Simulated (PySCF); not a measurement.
Molecule: `C(C)(C)C`, C4H10.

Numbering as in the mapped SMILES `[CH3:1][CH:2]([CH3:3])[CH3:4]`; H(Xn) means a hydrogen on atom n.

Spin–spin couplings on one PBE0-D3(BJ)/def2-SVP geometry, PySCF, gas phase, non-relativistic, equivalent pairs averaged (without the spin–dipole term); isotopes 13C, 1H; basis pcJ-1.

Reference values (Hz): 1J(C1,H(C1)) = 124.0 (measured; Jessen and Sauer, arXiv:2312.00705).

**Question.** How do the couplings (Hz) change with the functional? Times are CPU seconds on 1 thread of an Arm Neoverse V1, shared host.

**Answer.** 
```
functional  functions  1J(C1,H(C1))  abs. error  core-s
        HF        208         158.0        34.0      15
       LDA        208          99.8        24.2      15
       PBE        208         119.7         4.3      18
       KT2        208         125.4         1.4      20
     B3LYP        208         131.3         7.3      18
      PBE0        208         123.5         0.5      18
     B97-2        208         118.1         5.9      19
 BHandHLYP        208         140.9        16.9      22
 CAM-B3LYP        208         128.6         4.6      28
```

Errors compare magnitudes, without vibrational corrections. Closest: PBE0; furthest: HF.
